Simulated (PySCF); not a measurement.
## Where the electron goes

C4H10NP.
Geometry (GFN2-xTB, Å), atoms numbered from 1 in this order:
```
atom  x, y, z in Å
C1    -1.6834   -1.2923   -0.7439
C2    -1.4286    0.1073   -0.1974
C3    -0.0654    0.2089    0.4406
C4     0.5667    1.5592    0.6232
P5     1.4137    0.5074   -0.6374
N6     2.5931   -0.1936    0.4170
H7    -2.6540   -1.3465   -1.2307
H8    -1.6574   -2.0258    0.0590
H9    -0.9144   -1.5506   -1.4696
H10   -2.1944    0.3589    0.5434
H11   -1.4988    0.8345   -1.0102
H12    0.1137   -0.5034    1.2404
H13    0.0177    2.4145    0.2515
H14    1.1126    1.7419    1.5386
H15    3.4616    0.3328    0.3910
H16    2.8099   -1.1441    0.1320
```

The calculation used TDDFT wB97X-D/def2-SVPD, vertical, gas phase, core orbitals frozen in the response in PySCF 2.14.0, density-fitted response routines.

Frontier orbitals with the atoms that hold most of them (Löwdin shares over 4%, at most four atoms; ? is withheld):

| orbital | ε (eV) | atoms |
| --- | --- | --- |
| HOMO-3 | -11.37 | C2 21%, C3 18%, C1 11%, H11 10% |
| HOMO-2 | -10.66 | N6 33%, C4 15%, C3 14%, P5 10% |
| HOMO-1 | -9.13 | ? |
| HOMO | -8.17 | ? |
| LUMO | ? | P5 32%, N6 17%, H15 12%, H16 12% |
| LUMO+1 | 2.29 | P5 34%, C4 17%, C3 9%, H13 6% |
| LUMO+2 | 2.70 | C1 20%, C2 12%, H10 8%, H7 8% |

(1) Which atoms hold the HOMO, and with what shares?

(2) Which atoms hold the HOMO-1, and with what shares?

(3) What is the LUMO energy, and the HOMO–LUMO gap?

Answers

(1) P5 (bonded to 2 C and N) 38%; N6 (bonded to P and 2 H) 29%; C3 (bonded to 2 C, P and H) 13%; C4 (bonded to C, P and 2 H) 10%. By element: phosphorus 38%, nitrogen 29%, carbon 23% or more.

(2) P5 (bonded to 2 C and N) 35%; C4 (bonded to C, P and 2 H) 21%; C3 (bonded to 2 C, P and H) 19%; N6 (bonded to P and 2 H) 6%. By element: carbon 39% or more, phosphorus 35%, nitrogen 6%.

(3) ε(LUMO) = 2.22 eV; the gap is 10.39 eV (0.3818 hartree).

Problem. How does S1 compare with the orbital gap of 10.39 eV?

Solution. S1 is at 5.83 eV (f = 0.040), 4.56 eV below the gap, made of HOMO→LUMO (94%). Without the coupling terms of the response equations the lowest excitation would equal the gap.

Problem. Give energy, strength and leading configuration of S1, S2 and S3, and follow the Löwdin shares of the leading atoms from the occupied to the empty orbital.

Solution. 
- S1 (5.83 eV, f 0.040), HOMO→LUMO (94%): P5 38% → 32%, N6 29% → 17%
- S2 (5.96 eV, f 0.041), HOMO→LUMO+1 (88%): P5 38% → 34%, N6 29% → at most 6%, C4 10% → 17%
- S3 (6.65 eV, f 0.0087), HOMO-1→LUMO (86%): P5 35% → 32%, C4 21% → at most 12%, N6 6% → 17%

Löwdin shares depend on the basis, the more so with diffuse functions.

One conformer stands for the species.
